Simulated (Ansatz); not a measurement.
## Bismuth, A7 rhombohedral: convergence with cold smearing

Computed with Ansatz, PBE, scalar-relativistic PAW, on the relaxed cell (a = 4.585 Å, c = 12.140 Å (c/a = 2.648); spin not included). Errors count from a run at 420 eV on a Γ-centred 14×14×14 mesh with Fermi-Dirac smearing of 0.1 eV, extrapolated to zero width. Fixed here: cutoff 420 eV, mesh 8×8×8. The SCF starts from atomic densities corrected by a trained network.

| width (eV) | E(σ→0) error (meV/atom) | F error (meV/atom) | P (GPa) | SCF iterations |
| --- | --- | --- | --- | --- |
| 0.03 | -5.3 | -5.3 | -0.01 | 5 |
| 0.1 | -5.3 | -5.3 | -0.02 | 5 |
| 0.2 | -5.5 | -5.0 | -0.03 | 6 |
| 0.3 | -6.1 | -3.4 | -0.06 | 6 |
| 0.6 | -2.1 | 13.8 | -0.23 | 6 |
| 1.0 | 15.6 | 51.6 | -0.48 | 7 |

What does the run at 0.01 give (width)?

E(σ→0) error (meV/atom): -5.3; F error (meV/atom): -5.3; P (GPa): -0.02; SCF iterations: 6.
